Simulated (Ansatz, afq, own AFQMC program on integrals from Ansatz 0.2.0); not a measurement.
Two steps: Ansatz 0.2.0 writes the Fock matrix and Cholesky factors of the valence space, and afq projects on them the lowest state that overlaps trial and start.

```yaml
crystal:
  periodic: [false, false, false]
  atoms:
    - {symbol: Si, position_ang: [0.002698, -0.002691, -0.002679]}
    - {symbol: H, position_ang: [0.867370, 0.865432, 0.866776]}
    - {symbol: H, position_ang: [-0.867277, -0.869592, 0.862696]}
    - {symbol: H, position_ang: [-0.862158, 0.864024, -0.873356]}
    - {symbol: H, position_ang: [0.786898, -0.784889, -0.781468]}
basis:
  gaussian: {orbitals: "6-31++G**"}
total_charge: -1
magnetization: {spin_polarized: true, initial_magnetization: 1}
correlation: {method: ccsd_t, electrons: outside_noble_gas, hamiltonian_folder: ham}
```

```sh
$ ansatz run in.yaml --threads 1 --pin off --events-out ev --progress --plain --max-ram 1382MiB
```

Options of the walk:

```
--method phaseless --trial cisd --walkers 60 --populations 1 --least-time 40 --time-step 0.005 --steps-per-block 50 --equilibration-blocks 28 --max-blocks 300 --target-error 0.00036 --factor-cut 1e-05 --start spin_pure --seed 1314 --release-times 0.24,0.51,0.99,1.62,2.4 --release-step 0.03 --release-every 4 --taylor-order 6
```

Times are imaginary, in 1/Eh. The walk had a cap of 1558 s.

afq prints:

```
orbitals 42  electrons 5 4  factors 329 of 429
reference energy -291.17158454 Eh
CCSD correlation -0.14341598 Eh in 11 cycles, weight of the determinant in the CISD state 0.9215
energy of the start -291.314992 Eh
 block  time / (1/Eh)  mean weight  energy / Eh
     1     0.250  0.9981  -291.313859
     2     0.500  0.9985  -291.314692
     3     0.750  1.0001  -291.316574
     4     1.000  0.9998  -291.317221
     5     1.250  0.9998  -291.317484
    10     2.500  1.0001  -291.319852
    29     7.250  1.0024  -291.317742
    33     8.250  0.9996  -291.321649
    49    12.250  0.9966  -291.318893
    69    17.250  1.0004  -291.318222
    89    22.250  1.0005  -291.319801
   101    25.250  0.9997  -291.316652
   109    27.250  1.0016  -291.320368
   129    32.250  0.9994  -291.318748
   149    37.250  0.9985  -291.318816
   169    42.250  0.9974  -291.317144
   185    46.250  0.9995  -291.321242
blocks merged  error / Eh  count
     1  0.000100  160
     2  0.000120  80
     4  0.000142  40
     8  0.000150  20
    16  0.000160  10
released: time / (1/Eh)  energy / Eh  error  mean overlap
  0.24  -291.318899  0.000178  0.9898
  0.51  -291.318702  0.000164  0.9922
  0.99  -291.318677  0.000197  0.9753
  1.62  -291.318378  0.000185  0.9895
  2.40  -291.318729  0.000237  0.9794
energy -291.318946 +/- 0.000150 Eh
(rows thinned)
```

The run passed its tests (sampling time, drift between the halves within three errors, error under three times the target), which doesn't prove that it has relaxed.

Against this walk (error 4.1 meV) on the same determinant: CCSD(T) 29.1 meV higher, CCSDT(Q) 9.5 meV higher. The error is statistical and leaves out the bias of the constraint. Released to 2.40 1/Eh the energy moves by 6 ± 8 meV (both errors), within twice the noise.

Cautions: constraint bias not in the error.

The walk took 6.2 min on 1 thread of Intel(R) Xeon(R) Platinum 8375C CPU @ 2.90GHz (Ice Lake), with other jobs on the host. The log's last line is the phaseless energy.

CCSDT and higher add their correlation energy to the determinant of the CCSD(T) run, since their own runs factorise the integrals more tightly (a shift of under 2 meV). A walk keeps the symmetry of its determinant, which the program's search chose and which needn't be the lowest solution, so a lower state of the same spin and another symmetry isn't excluded.
